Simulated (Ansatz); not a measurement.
Swapping F for Cl on C: the dipole moment

On one C centre that keeps CH3, n of the F ligands are replaced by Cl. The dipole moment y in D at wB97M-V/def2-TZVPP. Shapes, held fixed at every level: PBE0-D4/def2-TZVP. Programs: Ansatz 0.2.0.

```
molecule  n  y (D)
  C2H3F3  0   2.28
C2H3ClF2  1      ?
C2H3Cl2F  2   1.97
 C2H3Cl3  3   1.76
```

**Question.** Fit y = c + s·n to the known rows and predict C2H3ClF2.

**Answer.** 
1. Means of the 3 rows: n = 1.66667, y = 2.003.
2. Σ(Δn)² = 4.6667, Σ(Δn·Δy) = -0.79667, so the slope is -0.79667/4.6667 = -0.17071.
3. Intercept: 2.003 − (-0.17071) × 1.66667 = 2.288. The largest residual of the fit is 0.023.
4. C2H3ClF2: 2.288 + (-0.17071) × 1 = 2.12 D.

The run gave 2.15 D, so the prediction is off by -0.03 D, about the scatter of the fit. The steps per swap are -0.13, -0.18, -0.21 D. The measured value for C2H3ClF2 is 2.14 D (NIST CCCBDB). Other levels give for C2H3ClF2: PBE-D4/def2-TZVPP 2.06; r2SCAN-D4/def2-TZVPP 2.17; B3LYP-D4/def2-TZVPP 2.15 D.
